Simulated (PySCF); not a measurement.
Molecule (SMILES): C[SiH3] (CH3-SiH3).
Geometry (B3LYP-D3(BJ)/def2-TZVP, fixed):
```xyz
8

C      0.0034    -0.0064    -1.2421
Si    -0.0017     0.0033     0.6340
H      0.0118    -1.0282    -1.6256
H     -0.8824     0.4951    -1.6359
H      0.8840     0.5079    -1.6311
H     -0.0132     1.3943     1.1492
H     -1.2005    -0.6969     1.1567
H      1.2042    -0.6795     1.1632
```
Charge 0, spin multiplicity 1.

Basis-set convergence of the mean static polarisability at PBE with PySCF. All functions are spherical. Density fitting with generated auxiliary sets. No added dispersion term, no relativity. Reference: the value in aug-pcseg-2, 45.08 bohr³, itself unsure by roughly 0.3 % (its distance from aug-cc-pV(T+d)Z). Deviations are taken from unrounded values.

```tsv
basis	functions	mean static polarisability (bohr³)
def2-SVP	62	37.15
def2-SVPD	92	44.13
pcseg-1	62	36.55
aug-pcseg-1	104	44.42
cc-pV(D+d)Z	67	37.77
aug-cc-pV(D+d)Z	109	45.03
6-311G**	80	38.74
6-311+G**	88	40.70
def2-TZVP	104	41.87
def2-TZVPD	134	44.92
pcseg-2	148	42.22
aug-pcseg-2	234	45.08
cc-pV(T+d)Z	153	42.04
aug-cc-pV(T+d)Z	239	45.22
def2-TZVPP	157	42.43
def2-TZVPPD	187	45.08
```

What the diffuse functions change, pair by pair:
- def2-SVP to def2-SVPD: 30 more functions, deviation -17.6 to -2.1 %
- pcseg-1 to aug-pcseg-1: 42 more functions, deviation -18.9 to -1.5 %
- cc-pV(D+d)Z to aug-cc-pV(D+d)Z: 42 more functions, deviation -16.2 to -0.1 %
- 6-311G** to 6-311+G**: 8 more functions, deviation -14.0 to -9.7 %
- def2-TZVP to def2-TZVPD: 30 more functions, deviation -7.1 to -0.3 %
- pcseg-2 to aug-pcseg-2: 86 more functions, deviation -6.3 to 0.0 %
- cc-pV(T+d)Z to aug-cc-pV(T+d)Z: 86 more functions, deviation -6.7 to 0.3 %
- def2-TZVPP to def2-TZVPPD: 30 more functions, deviation -5.9 to 0.0 %

Leaving out the reference's own pair, they bring the value nearer the reference by more than 0.3 % in 7 of 7 pairs.
